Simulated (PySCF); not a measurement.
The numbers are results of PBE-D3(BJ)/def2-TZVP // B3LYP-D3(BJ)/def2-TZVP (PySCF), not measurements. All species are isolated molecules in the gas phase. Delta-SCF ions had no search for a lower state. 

Reference species (SMILES): `C#N` (neutral, multiplicity 1).

```json
{
 "vertical ionisation energy (Delta-SCF)": "13.81 eV",
 "HOMO–LUMO gap": "8.18 eV"
}
```

Changed species: `N#CS` (X = mercapto; the reference has X = H).

**Question.** Predict the effect on the vertical ionisation energy (Delta-SCF) and HOMO–LUMO gap.

**Answer.** the vertical ionisation energy (Delta-SCF) falls by 3.18 eV, to 10.63 eV; the HOMO–LUMO gap falls by 3.16 eV, to 5.02 eV.
